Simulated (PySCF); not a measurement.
**Dipole moment and polarisability of `B[SiH2]O`**

Compound: BH₅OSi.
Cartesian coordinates in Å at the PBE0-D3(BJ)/def2-SVP level; atoms count from 1:
```
atom  x, y, z in Å
B1     1.387   -0.322   -0.044
Si2   -0.422    0.550   -0.016
O3    -1.669   -0.380   -0.636
H4     1.548   -1.513   -0.185
H5     2.378    0.349    0.139
H6    -0.442    1.815   -0.808
H7    -0.665    0.916    1.427
H8    -1.707   -1.290   -0.329
```

Level: B3LYP/def2-SVPD (PySCF), static field, nuclei fixed, core orbitals frozen in the response. The polarisability tensor in these axes (au):

```
x   54.11 -3.21  0.29
y   -3.21 49.49  1.17
z    0.29  1.17 42.62
```

Q: Give the principal values, the mean and the anisotropy Δα = √{½[(α1 − α2)² + (α2 − α3)² + (α1 − α3)²]}.

A: Principal values 42.36, 48.09 and 55.76 au; mean 48.74 au = 7.22 Å³ = 8.04 × 10⁻⁴⁰ C²·m²/J; Δα = 11.65 au (24 % of the mean).

Q: What is the dipole moment, and where does it point?

A: (0.78, -1.06, 0.66) D, 1.47 D in size, pointing from the negative to the positive side. Measured along this direction, the outermost atoms are H6 at the negative end and H4 at the positive end.

Q: Rayleigh depolarisation ratio (linearly polarised light, static tensor)?

A: ρ = 3Δα²/(45ᾱ² + 4Δα²) = 406.9/(106892 + 542.5) = 0.00379.

Q: In TDDFT the mean static polarisability is Σ f/ω² over all singlet excitations (ω in hartree). How much of it do the 10 lowest give? Their energies (eV) and oscillator strengths: 3.86, 0.0042; 5.24, 0.0227; 5.49, 0.0027; 6.45, 0.0027; 6.53, 0.0348; 6.90, 0.0065; 7.45, 0.0091; 7.52, 0.0296; 8.00, 0.0736; 8.10, 0.0874.

A: They add up to 3.99 au, 8.2 % of the 48.74 au; the largest single term is 0.99 au, from the state at 8.10 eV. Terms in order: 0.21, 0.61, 0.07, 0.05, 0.60, 0.10, 0.12, 0.39, 0.85, 0.99 au. Higher excitations give the rest. The strengths listed sum to 0.273.

Q: Orientational against electronic polarisability at 400 K (dilute gas, rigid molecules)?

A: In Gaussian units μ²/3kT = 13.02 Å³ against 7.22 Å³, a ratio of 1.80; the Debye molar polarisation (4π/3)N_A(α + μ²/3kT) is 51.1 cm³/mol, leaving out the vibrational part.

Isolated species at its PBE0-D3(BJ)/def2-SVP geometry (one conformer only).
